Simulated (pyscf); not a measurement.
Optimised with ωB97X-D3(BJ)/def2-SVP in PySCF.

Problem. What is the homolytic dissociation enthalpy (298 K, ωB97M-D3(BJ)/def2-TZVP) of the B–C bond of `[CH3][CH]([CH3])[B]([Br])[Br]`, to H₃C–CH•–CH₃ + [Br–B–Br]•?

Solution. B–C to H₃C–CH•–CH₃ + [Br–B–Br]•: 98.9 kcal/mol. The 7 functionals that were run give +86.9 (r²SCAN) to +98.9 kcal/mol (ωB97M-D3(BJ)/def2-TZVP). The radicals are drawn with the spin at the cut bond; how far it spreads was not checked. Other isomers of H₃C–CH•–CH₃ were not searched in full and may lie lower. Elements up to Kr have no core potential and no relativistic terms here.
